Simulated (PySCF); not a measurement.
# H3Si···C2H5: magnetic exchange

What do calculations give for the magnetic exchange of H3Si···C2H5?

Programs: PySCF 2.14.0, with routines of our own; each step states its level. All values are computed. Atoms count from 0.

## Step 1: The starting structure

11 atoms, charge 0, high-spin multiplicity 3; geometry from: GFN2-xTB fragments, placed rigidly.

The system (radical pair): H3Si···C2H5. The radical centres are 4.86 Å apart, edge to face; the spin sites are atoms 0, 1, 2, 3 (1 unpaired) and atoms 4, 5, 6, 7, 8, 9, 10 (1 unpaired).

## Step 2: Magnetic exchange: CASSCF and SC-NEVPT2/def2-TZVP (2,2)

What the job is given:

```
{"job": {"kind": "cas", "basis": "def2-TZVP", "active": "magnetic", "zfs": true}, "charge": 0, "high_spin_multiplicity": 3, "spin_sites": [[[0, 1, 2, 3], 1], [[4, 5, 6, 7, 8, 9, 10], 1]]}
Si    -0.007400    -0.011400    -2.463800
H      1.179300    -0.779900    -2.781500
H     -1.267500    -0.652700    -2.781400
H      0.066200     1.400500    -2.781300
C     -0.007400    -0.011400     2.398200
C     -0.010500     0.007500     0.927700
H     -0.781400     0.468000     2.962300
H      0.813400    -0.455100     2.927300
H      0.781000     0.660500     0.536600
H     -0.960900     0.360900     0.535200
H      0.195100    -0.986800     0.520900
```

With the program's defaults for keys left out, this is: CASSCF and SC-NEVPT2/def2-TZVP spin states, gas phase.

Command:

```sh
$ OMP_NUM_THREADS=1 python exch_run.py task.json out
```

The driver reads the jobs from task.json and runs them one after another.

The log of the run:

```text
start orbitals: natural orbitals of the high-spin HF determinant (converged)
active space: 2 electrons in 2 orbitals, 16 closed; orbitals optimised for multiplicities 3 1
macro   0  E = -369.2468774773  dE =  0.000e+00  |g| = 2.244e-02
macro   1  E = -369.2470208863  dE = -1.434e-04  |g| = 8.271e-03
macro   2  E = -369.2470529084  dE = -3.202e-05  |g| = 3.940e-03
macro   3  E = -369.2470591777  dE = -6.269e-06  |g| = 1.923e-03
macro   4  E = -369.2470604812  dE = -1.304e-06  |g| = 7.062e-04
macro   5  E = -369.2470606314  dE = -1.502e-07  |g| = 2.614e-04
macro   6  E = -369.2470606548  dE = -2.341e-08  |g| = 8.848e-05
CASSCF converged, mean energy = -369.2470606548
2S+1 = 3  root 0  E(CAS) = -369.24736525  E(NEVPT2) = -369.68272239  occupations 1.000 1.000
2S+1 = 1  root 0  E(CAS) = -369.24675606  E(NEVPT2) = -369.68209674  occupations 1.001 0.999
2S+1 = 1  root 1  E(CAS) = -368.93101683  E(NEVPT2) = -369.52851237  occupations 2.000 0.000
2S+1 = 1  root 2  E(CAS) = -368.89205668  E(NEVPT2) = -369.53687843  occupations 2.000 0.000
D(spin-spin) = -0.0370 cm-1, E/D = 0.096
D(spin-orbit) = 0.0001 cm-1, D(total) = -0.0370 cm-1, E/D = 0.096
```

It took 9.7 s on 1 thread of Arm Neoverse N1, shared host; peak memory 0.29 GiB.

From this job:

| quantity | value |
| --- | --- |
| J (CASSCF) | 67 cm⁻¹ |
| J (NEVPT2) | 69 cm⁻¹ |
| low less high spin (NEVPT2) | 0.4 kcal/mol |
| diradical index y0 | 1.00 |
| zero-field D | -0.037 cm⁻¹ |

Mulliken spin populations of the high-spin state:

| atom | value (e) |
| --- | --- |
| Si0 | 0.97 |
| H1 | 0.01 |
| H2 | 0.01 |
| H3 | 0.01 |
| C4 | 0.96 |
| C5 | 0.01 |
| H6 | 0.01 |
| H7 | 0.01 |
| H8 | 0.01 |
| H9 | 0.00 |
| H10 | 0.01 |

## Step 3: Magnetic exchange: HF/def2-TZVP

The job, as its differences from that of step 2:

```diff
@@ -1,2 +1,2 @@
-{"job": {"kind": "cas", "basis": "def2-TZVP", "active": "magnetic", "zfs": true}, "charge": 0, "high_spin_multiplicity": 3, "spin_sites": [[[0, 1, 2, 3], 1], [[4, 5, 6, 7, 8, 9, 10], 1]]}
+{"job": {"kind": "bs", "xc": "HF", "basis": "def2-TZVP", "rks": true}, "charge": 0, "high_spin_multiplicity": 3, "spin_sites": [[[0, 1, 2, 3], 1], [[4, 5, 6, 7, 8, 9, 10], 1]]}
 Si    -0.007400    -0.011400    -2.463800
```

Level: HF/def2-TZVP high-spin, broken-symmetry and restricted single points, gas phase.

The log of the run:

```text
high-spin state, multiplicity 3
final grid: 77320 points
cycle   1  E = -369.1965529676  dE = -2.001e-01  |g| = 2.288e-01  |ddm| = 1.561e+00
cycle   2  E = -369.2462400722  dE = -4.969e-02  |g| = 7.760e-02  |ddm| = 3.053e-01
cycle   3  E = -369.2531122110  dE = -6.872e-03  |g| = 2.946e-02  |ddm| = 1.277e-01
cycle   4  E = -369.2542127461  dE = -1.101e-03  |g| = 1.213e-02  |ddm| = 5.283e-02
cycle   5  E = -369.2545082368  dE = -2.955e-04  |g| = 5.135e-03  |ddm| = 3.294e-02
cycle   6  E = -369.2545628928  dE = -5.466e-05  |g| = 1.928e-03  |ddm| = 1.540e-02
cycle   7  E = -369.2545702952  dE = -7.402e-06  |g| = 7.085e-04  |ddm| = 5.727e-03
cycle   8  E = -369.2545713224  dE = -1.027e-06  |g| = 2.410e-04  |ddm| = 2.133e-03
cycle   9  E = -369.2545714316  dE = -1.092e-07  |g| = 9.763e-05  |ddm| = 6.041e-04
cycle  10  E = -369.2545714480  dE = -1.633e-08  |g| = 4.332e-05  |ddm| = 2.128e-04
cycle  11  E = -369.2545714520  dE = -4.016e-09  |g| = 1.546e-05  |ddm| = 1.227e-04
converged SCF energy = -369.2545714520

broken-symmetry state, M_S = 0, start: spins of the second site flipped
final grid: 77320 points
cycle   1  E = -369.2527379063  dE = -5.860e-03  |g| = 3.069e-02  |ddm| = 8.615e-02
cycle   2  E = -369.2536814644  dE = -9.436e-04  |g| = 1.502e-02  |ddm| = 3.718e-02
cycle   3  E = -369.2540408097  dE = -3.593e-04  |g| = 5.764e-03  |ddm| = 3.061e-02
cycle   4  E = -369.2541115174  dE = -7.071e-05  |g| = 1.972e-03  |ddm| = 1.513e-02
cycle   5  E = -369.2541187533  dE = -7.236e-06  |g| = 6.607e-04  |ddm| = 4.769e-03
cycle   6  E = -369.2541197783  dE = -1.025e-06  |g| = 2.239e-04  |ddm| = 2.149e-03
cycle   7  E = -369.2541198937  dE = -1.154e-07  |g| = 8.166e-05  |ddm| = 8.115e-04
cycle   8  E = -369.2541199055  dE = -1.181e-08  |g| = 3.782e-05  |ddm| = 2.117e-04
cycle   9  E = -369.2541199085  dE = -2.983e-09  |g| = 1.326e-05  |ddm| = 9.792e-05
converged SCF energy = -369.2541199085

<S^2> high spin = 2.0213, broken symmetry = 1.0208
E(HS) - E(BS) = -99.10 cm-1
J_noodleman = 99.10 cm-1
J_unprojected = 49.55 cm-1
J_yamaguchi = 99.06 cm-1

restricted closed-shell singlet
final grid: 77320 points
cycle   1  E = -368.5695747692  dE =  3.217e-01  |g| = 1.164e+00  |ddm| = 2.054e+00
cycle   2  E = -368.3166034105  dE =  2.530e-01  |g| = 1.590e+00  |ddm| = 2.328e+00
cycle   3  E = -368.9123148076  dE = -5.957e-01  |g| = 5.466e-01  |ddm| = 8.569e-01
cycle   4  E = -368.8811391972  dE =  3.118e-02  |g| = 6.829e-01  |ddm| = 1.924e+00
cycle   5  E = -368.9952276645  dE = -1.141e-01  |g| = 4.384e-01  |ddm| = 6.939e-01
cycle   6  E = -369.0742146625  dE = -7.899e-02  |g| = 2.315e-01  |ddm| = 6.834e-01
cycle   7  E = -369.0994631281  dE = -2.525e-02  |g| = 1.183e-01  |ddm| = 5.867e-01
cycle   8  E = -369.0962244096  dE =  3.239e-03  |g| = 1.535e-01  |ddm| = 1.385e-01
cycle   9  E = -369.0952126967  dE =  1.012e-03  |g| = 1.625e-01  |ddm| = 2.269e-02
cycle  10  E = -369.1018472804  dE = -6.635e-03  |g| = 9.038e-02  |ddm| = 2.316e-01
cycle  11  E = -369.1046070519  dE = -2.760e-03  |g| = 2.629e-02  |ddm| = 2.593e-01
cycle  12  E = -369.1048599434  dE = -2.529e-04  |g| = 2.145e-03  |ddm| = 1.019e-01
cycle  13  E = -369.1048630859  dE = -3.143e-06  |g| = 7.442e-04  |ddm| = 7.089e-03
cycle  14  E = -369.1048636411  dE = -5.553e-07  |g| = 1.466e-04  |ddm| = 5.391e-03
cycle  15  E = -369.1048636669  dE = -2.579e-08  |g| = 3.320e-05  |ddm| = 1.271e-03
cycle  16  E = -369.1048636680  dE = -1.097e-09  |g| = 1.165e-05  |ddm| = 3.124e-04
converged SCF energy = -369.1048636680
```

Wall time 6.6 s (1 thread of Arm Neoverse N1, shared host); peak memory 0.29 GiB.

In short:

| quantity | value |
| --- | --- |
| J (Yamaguchi) | 99 cm⁻¹ |
| low less high spin, projected | 0.6 kcal/mol |
| closed shell less high spin (no spin gap: the broken-symmetry state lies far lower) | 93.9 kcal/mol |

## Step 4: Magnetic exchange: BHandHLYP/def2-TZVP

The job, as its differences from that of step 3:

```diff
@@ -1,2 +1,2 @@
-{"job": {"kind": "bs", "xc": "HF", "basis": "def2-TZVP", "rks": true}, "charge": 0, "high_spin_multiplicity": 3, "spin_sites": [[[0, 1, 2, 3], 1], [[4, 5, 6, 7, 8, 9, 10], 1]]}
+{"job": {"kind": "bs", "xc": "BHandHLYP", "grid": 1, "basis": "def2-TZVP", "rks": true}, "charge": 0, "high_spin_multiplicity": 3, "spin_sites": [[[0, 1, 2, 3], 1], [[4, 5, 6, 7, 8, 9, 10], 1]]}
 Si    -0.007400    -0.011400    -2.463800
```

Level: BHandHLYP/def2-TZVP high-spin, broken-symmetry and restricted single points, gas phase.

The log of the run:

```text
high-spin state, multiplicity 3
final grid: 36552 points
cycle   1  E = -370.3626965230  dE = -9.964e-03  |g| = 3.335e-02  |ddm| = 1.530e-01
cycle   2  E = -370.3631755770  dE = -4.791e-04  |g| = 2.300e-02  |ddm| = 4.540e-02
cycle   3  E = -370.3634561994  dE = -2.806e-04  |g| = 4.296e-03  |ddm| = 1.664e-02
cycle   4  E = -370.3634815123  dE = -2.531e-05  |g| = 1.416e-03  |ddm| = 8.375e-03
cycle   5  E = -370.3634841880  dE = -2.676e-06  |g| = 5.927e-04  |ddm| = 2.997e-03
cycle   6  E = -370.3634845795  dE = -3.915e-07  |g| = 1.628e-04  |ddm| = 1.231e-03
cycle   7  E = -370.3634846069  dE = -2.739e-08  |g| = 6.990e-05  |ddm| = 2.970e-04
cycle   8  E = -370.3634846111  dE = -4.155e-09  |g| = 1.888e-05  |ddm| = 8.785e-05
converged SCF energy = -370.3634846111

broken-symmetry state, M_S = 0, start: spins of the second site flipped
final grid: 36552 points
cycle   1  E = -370.3629089751  dE = -3.008e-03  |g| = 1.516e-02  |ddm| = 6.704e-02
cycle   2  E = -370.3631676023  dE = -2.586e-04  |g| = 5.932e-03  |ddm| = 2.113e-02
cycle   3  E = -370.3632214588  dE = -5.386e-05  |g| = 2.199e-03  |ddm| = 1.195e-02
cycle   4  E = -370.3632264107  dE = -4.952e-06  |g| = 1.106e-03  |ddm| = 3.153e-03
cycle   5  E = -370.3632278484  dE = -1.438e-06  |g| = 1.466e-04  |ddm| = 2.116e-03
cycle   6  E = -370.3632278763  dE = -2.793e-08  |g| = 6.430e-05  |ddm| = 3.057e-04
cycle   7  E = -370.3632278809  dE = -4.598e-09  |g| = 1.886e-05  |ddm| = 1.320e-04
converged SCF energy = -370.3632278809

<S^2> high spin = 2.0089, broken symmetry = 1.0088
E(HS) - E(BS) = -56.35 cm-1
J_noodleman = 56.35 cm-1
J_unprojected = 28.17 cm-1
J_yamaguchi = 56.34 cm-1

restricted closed-shell singlet
final grid: 36552 points
cycle   1  E = -369.4815646055  dE =  5.545e-01  |g| = 1.393e+00  |ddm| = 2.152e+00
cycle   2  E = -365.4824149874  dE =  3.999e+00  |g| = 3.015e+00  |ddm| = 8.671e+00
cycle   3  E = -369.9662245857  dE = -4.484e+00  |g| = 7.822e-01  |ddm| = 8.275e+00
cycle   4  E = -370.0457987281  dE = -7.957e-02  |g| = 6.208e-01  |ddm| = 1.862e+00
cycle   5  E = -370.0045567653  dE =  4.124e-02  |g| = 6.527e-01  |ddm| = 1.865e+00
cycle   6  E = -370.0404110967  dE = -3.585e-02  |g| = 5.733e-01  |ddm| = 1.266e-01
cycle   7  E = -370.0740847790  dE = -3.367e-02  |g| = 5.531e-01  |ddm| = 1.828e+00
cycle   8  E = -370.0897037282  dE = -1.562e-02  |g| = 5.335e-01  |ddm| = 1.242e-01
cycle   9  E = -370.0761917710  dE =  1.351e-02  |g| = 5.694e-01  |ddm| = 1.134e-01
cycle  10  E = -370.1117262277  dE = -3.553e-02  |g| = 5.013e-01  |ddm| = 1.904e-01
cycle  11  E = -370.2161564406  dE = -1.044e-01  |g| = 3.661e-01  |ddm| = 1.387e+00
cycle  12  E = -370.2658799675  dE = -4.972e-02  |g| = 1.730e-01  |ddm| = 3.101e-01
cycle  13  E = -370.2728392021  dE = -6.959e-03  |g| = 1.190e-01  |ddm| = 7.434e-02
cycle  14  E = -370.2772219078  dE = -4.383e-03  |g| = 6.107e-02  |ddm| = 7.253e-02
cycle  15  E = -370.2786821593  dE = -1.460e-03  |g| = 1.615e-02  |ddm| = 5.893e-02
cycle  16  E = -370.2787933340  dE = -1.112e-04  |g| = 1.033e-03  |ddm| = 2.174e-02
cycle  17  E = -370.2787937525  dE = -4.185e-07  |g| = 2.161e-04  |ddm| = 2.305e-03
cycle  18  E = -370.2787937484  dE =  4.109e-09  |g| = 2.477e-04  |ddm| = 6.410e-04
cycle  19  E = -370.2787937742  dE = -2.580e-08  |g| = 1.311e-05  |ddm| = 3.734e-04
cycle  20  E = -370.2787937743  dE = -8.458e-11  |g| = 4.203e-06  |ddm| = 3.909e-05
converged SCF energy = -370.2787937743
```

Run time: 21 s. Hardware: 1 thread of Arm Neoverse N1, shared host; peak memory 0.45 GiB.

In short:

| quantity | value |
| --- | --- |
| J (Yamaguchi) | 56 cm⁻¹ |
| low less high spin, projected | 0.3 kcal/mol |
| closed shell less high spin (no spin gap: the broken-symmetry state lies far lower) | 53.1 kcal/mol |

## Step 5: Magnetic exchange: CASSCF and SC-NEVPT2/ANO-RCC-MB, X2C (2,2) in dichloromethane

The job, as its differences from that of step 4:

```diff
@@ -1,2 +1,2 @@
-{"job": {"kind": "bs", "xc": "BHandHLYP", "grid": 1, "basis": "def2-TZVP", "rks": true}, "charge": 0, "high_spin_multiplicity": 3, "spin_sites": [[[0, 1, 2, 3], 1], [[4, 5, 6, 7, 8, 9, 10], 1]]}
+{"job": {"kind": "cas", "basis": "ANO-RCC-MB", "active": "natural", "max": 4, "thr": 0.008, "zfs": false, "x2c": true, "fc": false, "solvent": "dichloromethane"}, "charge": 0, "high_spin_multiplicity": 3, "spin_sites": [[[0, 1, 2, 3], 1], [[4, 5, 6, 7, 8, 9, 10], 1]]}
 Si    -0.007400    -0.011400    -2.463800
```

With the program's defaults for keys left out, this is: CASSCF and SC-NEVPT2/ANO-RCC-MB spin states, scalar X2C, IEF-PCM dichloromethane.

The log of the run:

```text
start orbitals: natural orbitals of the high-spin HF determinant (converged)
active space: 2 electrons in 2 orbitals, 16 closed; orbitals optimised for multiplicities 3 1
macro   0  E = -369.6733757741  dE =  0.000e+00  |g| = 1.634e-02
macro   1  E = -369.6734630521  dE = -8.728e-05  |g| = 4.398e-03
macro   2  E = -369.6734727973  dE = -9.745e-06  |g| = 1.196e-03
macro   3  E = -369.6734734692  dE = -6.719e-07  |g| = 5.131e-04
macro   4  E = -369.6734735926  dE = -1.235e-07  |g| = 1.325e-04
macro   5  E = -369.6734735999  dE = -7.240e-09  |g| = 4.295e-05
CASSCF converged, mean energy = -369.6734735999
2S+1 = 3  root 0  E(CAS) = -369.67371359  E(NEVPT2) = -369.79304860  occupations 1.000 1.000
2S+1 = 1  root 0  E(CAS) = -369.67323361  E(NEVPT2) = -369.79251918  occupations 1.000 1.000
```

It took 1.7 s on 1 thread of Arm Neoverse N1, shared host; peak memory 0.34 GiB.

The solvent's field is frozen at that of the high-spin determinant; only differences between these total energies have meaning.

In short:

| quantity | value |
| --- | --- |
| J (CASSCF) | 53 cm⁻¹ |
| J (NEVPT2) | 58 cm⁻¹ |
| low less high spin (NEVPT2) | 0.3 kcal/mol |
| diradical index y0 | 1.00 |

## Step 6: Magnetic exchange: CASSCF and SC-NEVPT2/def2-TZVP (2,2)

What the job is given:

```
{"job": {"kind": "cas", "basis": "def2-TZVP", "active": "magnetic", "zfs": true, "max": 4, "thr": 0.02}, "charge": 0, "high_spin_multiplicity": 3, "spin_sites": [[[0, 1, 2, 3], 1], [[4, 5, 6, 7, 8, 9, 10], 1]]}
Si    -0.007400    -0.011400    -2.463800
H      1.179300    -0.779900    -2.781500
H     -1.267500    -0.652700    -2.781400
H      0.066200     1.400500    -2.781300
C     -0.007400    -0.011400     2.398200
C     -0.010500     0.007500     0.927700
H     -0.781400     0.468000     2.962300
H      0.813400    -0.455100     2.927300
H      0.781000     0.660500     0.536600
H     -0.960900     0.360900     0.535200
H      0.195100    -0.986800     0.520900
```

Method: CASSCF and SC-NEVPT2/def2-TZVP spin states, gas phase.

The log of the run:

```text
start orbitals: natural orbitals of the high-spin HF determinant (converged)
active space: 2 electrons in 2 orbitals, 16 closed; orbitals optimised for multiplicities 3 1
macro   0  E = -369.2468774773  dE =  0.000e+00  |g| = 2.244e-02
macro   1  E = -369.2470208863  dE = -1.434e-04  |g| = 8.271e-03
macro   2  E = -369.2470529084  dE = -3.202e-05  |g| = 3.940e-03
macro   3  E = -369.2470591777  dE = -6.269e-06  |g| = 1.923e-03
macro   4  E = -369.2470604812  dE = -1.304e-06  |g| = 7.062e-04
macro   5  E = -369.2470606314  dE = -1.502e-07  |g| = 2.614e-04
macro   6  E = -369.2470606548  dE = -2.341e-08  |g| = 8.848e-05
CASSCF converged, mean energy = -369.2470606548
2S+1 = 3  root 0  E(CAS) = -369.24736525  E(NEVPT2) = -369.68272239  occupations 1.000 1.000
2S+1 = 1  root 0  E(CAS) = -369.24675606  E(NEVPT2) = -369.68209674  occupations 1.001 0.999
2S+1 = 1  root 1  E(CAS) = -368.93101683  E(NEVPT2) = -369.52851237  occupations 2.000 0.000
2S+1 = 1  root 2  E(CAS) = -368.89205668  E(NEVPT2) = -369.53687843  occupations 2.000 0.000
D(spin-spin) = -0.0370 cm-1, E/D = 0.096
D(spin-orbit) = 0.0001 cm-1, D(total) = -0.0370 cm-1, E/D = 0.096
```

Wall time 9.6 s (1 thread of Arm Neoverse N1, shared host); peak memory 0.38 GiB.

In short:

| quantity | value |
| --- | --- |
| J (CASSCF) | 67 cm⁻¹ |
| J (NEVPT2) | 69 cm⁻¹ |
| low less high spin (NEVPT2) | 0.4 kcal/mol |
| diradical index y0 | 1.00 |
| zero-field D | -0.037 cm⁻¹ |

## Step 7: Magnetic exchange (C2H8Si (+2) (triplet)): BHandHLYP/def2-TZVP, other SCF options

The job, as its differences from that of step 6:

```diff
@@ -1,2 +1,2 @@
-{"job": {"kind": "cas", "basis": "def2-TZVP", "active": "magnetic", "zfs": true, "max": 4, "thr": 0.02}, "charge": 0, "high_spin_multiplicity": 3, "spin_sites": [[[0, 1, 2, 3], 1], [[4, 5, 6, 7, 8, 9, 10], 1]]}
+{"job": {"kind": "bs", "xc": "BHandHLYP", "grid": 1, "basis": "def2-TZVP", "rks": true, "scf": {"max_cycle": 77}}, "charge": 2, "high_spin_multiplicity": 3, "spin_sites": [[[0, 1, 2, 3], 1], [[4, 5, 6, 7, 8, 9, 10], 1]]}
 Si    -0.007400    -0.011400    -2.463800
```

With the program's defaults for keys left out, this is: BHandHLYP/def2-TZVP high-spin, broken-symmetry and restricted single points, gas phase.

The log of the run:

```text
high-spin state, multiplicity 3
final grid: 36552 points
cycle   1  E = -369.2745589641  dE =  8.527e-01  |g| = 3.318e-01  |ddm| = 1.508e+00
cycle   2  E = -368.8639683938  dE =  4.106e-01  |g| = 7.340e-01  |ddm| = 1.177e+00
cycle   3  E = -369.4191500658  dE = -5.552e-01  |g| = 1.723e-01  |ddm| = 9.643e-01
cycle   4  E = -369.4452754051  dE = -2.613e-02  |g| = 5.224e-02  |ddm| = 1.441e-01
cycle   5  E = -369.4522869398  dE = -7.012e-03  |g| = 2.991e-02  |ddm| = 9.976e-02
cycle   6  E = -369.4542081677  dE = -1.921e-03  |g| = 2.013e-02  |ddm| = 5.700e-02
cycle   7  E = -369.4547415655  dE = -5.334e-04  |g| = 6.595e-03  |ddm| = 3.268e-02
cycle   8  E = -369.4548020055  dE = -6.044e-05  |g| = 2.798e-03  |ddm| = 1.113e-02
cycle   9  E = -369.4548149356  dE = -1.293e-05  |g| = 1.115e-03  |ddm| = 4.896e-03
cycle  10  E = -369.4548177452  dE = -2.810e-06  |g| = 3.361e-04  |ddm| = 2.961e-03
cycle  11  E = -369.4548180313  dE = -2.861e-07  |g| = 1.374e-04  |ddm| = 7.589e-04
cycle  12  E = -369.4548180856  dE = -5.431e-08  |g| = 5.179e-05  |ddm| = 3.720e-04
cycle  13  E = -369.4548180960  dE = -1.038e-08  |g| = 2.892e-05  |ddm| = 1.339e-04
cycle  14  E = -369.4548181007  dE = -4.753e-09  |g| = 1.903e-05  |ddm| = 9.346e-05
converged SCF energy = -369.4548181007

broken-symmetry state, M_S = 0, start: spins of the second site flipped
final grid: 36552 points
cycle   1  E = -369.5021536969  dE = -6.095e-02  |g| = 1.070e-01  |ddm| = 3.599e-01
cycle   2  E = -369.5783723470  dE = -7.622e-02  |g| = 9.685e-02  |ddm| = 2.884e-01
cycle   3  E = -369.6069388312  dE = -2.857e-02  |g| = 6.693e-02  |ddm| = 1.386e-01
cycle   4  E = -369.6248554329  dE = -1.792e-02  |g| = 3.669e-02  |ddm| = 1.569e-01
cycle   5  E = -369.6270294458  dE = -2.174e-03  |g| = 1.050e-02  |ddm| = 5.081e-02
cycle   6  E = -369.6272976891  dE = -2.682e-04  |g| = 7.072e-03  |ddm| = 1.697e-02
cycle   7  E = -369.6273774471  dE = -7.976e-05  |g| = 2.013e-03  |ddm| = 1.060e-02
cycle   8  E = -369.6273861575  dE = -8.710e-06  |g| = 1.038e-03  |ddm| = 3.228e-03
cycle   9  E = -369.6273877584  dE = -1.601e-06  |g| = 2.021e-04  |ddm| = 1.519e-03
cycle  10  E = -369.6273878417  dE = -8.331e-08  |g| = 4.459e-05  |ddm| = 3.671e-04
cycle  11  E = -369.6273878449  dE = -3.259e-09  |g| = 1.549e-05  |ddm| = 6.258e-05
converged SCF energy = -369.6273878449

<S^2> high spin = 2.0101, broken symmetry = 0.0000
E(HS) - E(BS) = 37874.68 cm-1
J_noodleman = -37874.68 cm-1
J_unprojected = -18937.34 cm-1
J_yamaguchi = -18841.99 cm-1

restricted closed-shell singlet
final grid: 36552 points
cycle   1  E = -369.6169414174  dE = -1.048e-02  |g| = 2.062e-01  |ddm| = 2.929e-01
cycle   2  E = -369.6210214358  dE = -4.080e-03  |g| = 1.589e-01  |ddm| = 2.060e-01
cycle   3  E = -369.6273764134  dE = -6.355e-03  |g| = 6.848e-03  |ddm| = 8.917e-02
cycle   4  E = -369.6273872705  dE = -1.086e-05  |g| = 1.420e-03  |ddm| = 4.460e-03
cycle   5  E = -369.6273878261  dE = -5.556e-07  |g| = 2.370e-04  |ddm| = 1.175e-03
cycle   6  E = -369.6273878445  dE = -1.840e-08  |g| = 4.857e-05  |ddm| = 1.988e-04
cycle   7  E = -369.6273878455  dE = -1.016e-09  |g| = 7.469e-06  |ddm| = 6.744e-05
converged SCF energy = -369.6273878455
```

It took 22 s on 1 thread of Arm Neoverse N1, shared host; peak memory 0.5 GiB.

**Diagnosis.** The input is at fault (wrong charge), so its values are no properties of the molecule.

## Step 8: Spin gaps side by side

J for H = −2J S1·S2; the gap is low spin less high spin (projected; unprojected where the broken-symmetry state collapsed; or NEVPT2):

| step | level | geometry | J (cm⁻¹) | gap (kcal/mol) | time |
| --- | --- | --- | --- | --- | --- |
| 2 | CASSCF and SC-NEVPT2/def2-TZVP (2,2) | one | 69 | 0.4 | 9.7 s |
| 3 | HF/def2-TZVP | one | 99 | 0.6 | 6.6 s |
| 4 | BHandHLYP/def2-TZVP | one | 56 | 0.3 | 21 s |
| 5 | CASSCF and SC-NEVPT2/ANO-RCC-MB, X2C (2,2) in dichloromethane | one | 58 | 0.3 | 1.7 s |
| 6 | CASSCF and SC-NEVPT2/def2-TZVP (2,2) | one | 69 | 0.4 | 9.6 s |

CASSCF times leave out a start SCF that an earlier step had already made.

## Step 9: What came out

```
                                                                  quantity                                               value
                 J (CASSCF) (step 2, CASSCF and SC-NEVPT2/def2-TZVP (2,2))                                             67 cm⁻¹
                 J (NEVPT2) (step 2, CASSCF and SC-NEVPT2/def2-TZVP (2,2))                                             69 cm⁻¹
low less high spin (NEVPT2) (step 2, CASSCF and SC-NEVPT2/def2-TZVP (2,2))                                        0.4 kcal/mol
         diradical index y0 (step 2, CASSCF and SC-NEVPT2/def2-TZVP (2,2))                                                1.00
                                                                         J  56 (BHandHLYP/def2-TZVP) to 99 cm⁻¹ (HF/def2-TZVP)
                                                                      runs                  0 failed, 1 ended on unsound input
```

The levels with a meaningful J put the high-spin state lower (ferromagnetic coupling), from 56 to 99 cm⁻¹.
